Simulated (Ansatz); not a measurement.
# Lattice parameter a of some fcc solids

Method: PBE-D4 (plane waves, PAW; Ansatz, a quantum-chemistry and plane-wave program). References are measured values corrected to a static lattice or taken at low temperature (these still hold zero-point motion). The table is a random draw of 6 from 12 solids with such references.

Values in Å.

| solid | reference | PBE-D4 | error (%) |
|---|---|---|---|
| fcc Au | 4.062 | 4.107 | +1.11 |
| fcc Ni | 3.508 | 3.484 | -0.68 |
| fcc Ca | 5.553 | 5.496 | -1.03 |
| fcc Rh | 3.794 | 3.790 | -0.11 |
| fcc Ir | 3.831 | 3.839 | +0.21 |
| fcc Pt | 3.913 | 3.935 | +0.56 |

Over these 6 solids the mean error is +0.01 %, the mean absolute error 0.62 % (median 0.62 %), and the worst case fcc Au at +1.11 %; the value is above the reference in 3 of 6 cases. Over all 12 the mean error is +0.01 % and the mean absolute error 0.72 % (median 0.73 %).

All these references are brought to a static lattice.

Spin–orbit coupling is left out, also for the solids with elements from indium on (fcc Au, fcc Ir, fcc Pt); its size isn't shown.

Differences are worked out from the printed values.

Caveats: a distance lies near a switch of the dispersion term, which can move the cell (fcc Ca). Ansatz's density-functional and Hartree–Fock values are scalar-relativistic unless marked +SOC, with PAW data made under PBE.

Ansatz's runs of these crystals have no spin polarisation, but for fcc Ni.

Density-functional runs with spin start from parallel moments for fcc Ni.

Of the class's solids with a reference value and a result at some level, none was set aside. At least 1 more with a reference value is held back for tests. Layered and molecular crystals are counted apart. The metals Ce to Yb are counted apart.

References as tabulated in Mejia-Rodriguez and Trickey (2018), arXiv:1807.09216; Csonka et al. (2009), arXiv:0903.4037.
